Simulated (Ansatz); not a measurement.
# NH₂Cl (triplet): from Hartree-Fock to the top rungs at distance Cl1–H2 along a hydrogen transfer = 1.613 Å, cc-pVDZ

Aim: climb from Hartree-Fock through coupled cluster and multireference methods for NH₂Cl (triplet) at one geometry and basis, and see what each rung misses.

Program: Ansatz 0.2.0, Gaussian basis. Level of theory: cc-pVDZ, core rule «outside noble gas», up to 6 orbitals frozen. These are calculated values, not measurements.

The runs, in order: UHF; CCSD(T) on ROHF; CCSD(T) on UHF; BCCD(T) on ROHF; CISD; CCSDT(Q) on ROHF; CCSDT(Q) on UHF; CASSCF and MRCISD+Q, 4 electrons in 4 orbitals; CASSCF and NEVPT2, 4 electrons in 4 orbitals; CASSCF and MRCISD+Q, 14 electrons in 10 orbitals; CASSCF and NEVPT2, 14 electrons in 10 orbitals.

5 further runs of the same task are left out: 5 that didn't finish.

### 1 What is computed

The geometry derives from fragments relaxed apart (PBE0/def2-TZVP) and kept rigid, so it is no stationary point. A hydrogen atom is moved between rigid fragments.

4 atoms, charge 0, spin multiplicity 3.

Atoms are counted from 1 here; the program's logs count them from 0.

Bond lengths: Cl1–H2 1.613 Å, H2–N3 1.040 Å, N3–H4 1.040 Å. Angles: Cl1–H2–N3 180.0°, H2–N3–H4 105.0°.

### 2 UHF

File in.yaml:

```yaml
crystal:
  periodic: [false, false, false]
  atoms:
    - {symbol: Cl, position_ang: [-0.810692, 0.019664, 0.000000]}
    - {symbol: H, position_ang: [0.802308, 0.019664, 0.000000]}
    - {symbol: N, position_ang: [1.842308, 0.019664, 0.000000]}
    - {symbol: H, position_ang: [2.111389, -0.984563, 0.000000]}
basis:
  gaussian: {orbitals: cc-pVDZ}
magnetization: {spin_polarized: true, initial_magnetization: 2}
hamiltonian: {xc: hf}
output: {orbitals: {seedname: orbitals}}
```

On the command line:

```console
$ ansatz run in.yaml --threads 1 --pin off --events-out ev --progress --plain --max-ram 2393MiB
```

After this run come: CCSD(T) on ROHF; CCSD(T) on UHF; BCCD(T) on ROHF; CISD; CCSDT(Q) on ROHF; CCSDT(Q) on UHF; CASSCF and MRCISD+Q, 4 electrons in 4 orbitals; CASSCF and NEVPT2, 4 electrons in 4 orbitals; CASSCF and MRCISD+Q, 14 electrons in 10 orbitals; CASSCF and NEVPT2, 14 electrons in 10 orbitals.

**Question.** What will the summary of the whole plan be? Wanted: UCCSDT(Q) below the RHF energy; RMP2 from UCCSDT(Q); UMP2 from UCCSDT(Q); RCCSD from UCCSDT(Q); RCCSD(T) from UCCSDT(Q); UCCSD(T) from UCCSDT(Q); RCCSDT(Q) from UCCSDT(Q); NEVPT2 valence from UCCSDT(Q); MRCISD+Q valence from UCCSDT(Q).

**Answer**, as computed:

```
                         quantity                                                                     value
   UCCSDT(Q) below the RHF energy                                                                -8.8581 eV
              RMP2 from UCCSDT(Q)                                                           +26.17 kcal/mol
              UMP2 from UCCSDT(Q)                                                           +26.75 kcal/mol
             RCCSD from UCCSDT(Q)                                                            +4.79 kcal/mol
          RCCSD(T) from UCCSDT(Q)                                                            +0.89 kcal/mol
          UCCSD(T) from UCCSDT(Q)                                                            +0.87 kcal/mol
         RCCSDT(Q) from UCCSDT(Q)                                                            +0.03 kcal/mol
    NEVPT2 valence from UCCSDT(Q)                                                           +33.68 kcal/mol
  MRCISD+Q valence from UCCSDT(Q)                                                            +0.92 kcal/mol
levels within 1 kcal/mol (43 meV)  RCCSD(T), UCCSD(T), BCCD(T), RCCSDT, UCCSDT, RCCSDT(Q), MRCISD+Q valence
                    T1 diagnostic                                                                     0.035
   effectively unpaired electrons                                                                      2.01
```

What this shows: RCCSD(T) lands +0.89 kcal/mol from the yardstick (0.4 % of the correlation energy). One determinant dominates. Of the multireference levels listed MRCISD+Q valence comes nearest in total energy (+0.92 kcal/mol), which doesn't show that its space is the better one. These misses are within one basis, not against nature; the frozen cores of restricted and unrestricted runs differ, which can shift their rows.
